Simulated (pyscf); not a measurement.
H₃Si–O–PH₂ → :HSi–O–PH₂ [singlet] + H₂, a 1,1-elimination (singlet surface; H–Si, H–Si broken, H–H formed). Optimised with ωB97X-D3(BJ)/def2-SVP in PySCF. Energies in kcal/mol from the reactant's lowest minimum found.

Small-basis levels: PySCF, no dispersion term, spherical d functions. AM1 to PM7: differences of heats of formation from MOPAC, which are fitted to 298 K values and so differ in kind from electronic energies by zero-point and thermal terms. GFN2-xTB: tblite. Cost: rough CPU time at the saddle relative to B3LYP/6-31G*, from one job on a shared machine.

| level | barrier | reaction energy | cost |
|---|---|---|---|
| MP2/6-31G* | [?] | +46.7 | 0.10 |
| BP86/6-31G* | [?] | +43.7 | 2 |
| PBE/6-31G* | 62.2 | +45.2 | 1 |
| B3LYP/LANL2DZ | 69.5 | +38.2 | 0.6 |
| M06-2X/6-31G* | 72.5 | +48.4 | 2 |
| PBE/def2-SVP | 58.6 | +46.7 | 1 |
| B3LYP/def2-SVP | 66.2 | +47.2 | 1 |
| GFN2-xTB | 90.5 | +60.5 | under 0.02 |
| PM7 | 43.4 | +22.7 | under 0.02 |
| ωB97M-D3(BJ)/def2-TZVP | [?] | +48.0 | – |

Some entries are withheld; supply them.


- MP2/6-31G*, barrier: 77.3
- BP86/6-31G*, barrier: 62.8
- ωB97M-D3(BJ)/def2-TZVP, barrier: 68.9

Against the last row the barrier runs from -25.5 (PM7) to +21.6 kcal/mol (GFN2-xTB). ωB97M-D3(BJ)/def2-TZVP has limits of its own. The same reactants have a lower exit, to O=PH + SiH₄ (barrier +59.9 kcal/mol at ωB97M-D3(BJ)/def2-TZVP, against +68.9 kcal/mol here). H₃Si–O–PH₂ lies 5.7 kcal/mol over its isomer HO–SiH₂–PH₂ (electronic energy, ωB97M-D3(BJ)/def2-TZVP). :HSi–O–PH₂ [singlet] lies 16.3 kcal/mol over its isomer HO–SiH=PH (electronic energy, ωB97M-D3(BJ)/def2-TZVP). One saddle was located; it need not be the lowest between these sides.
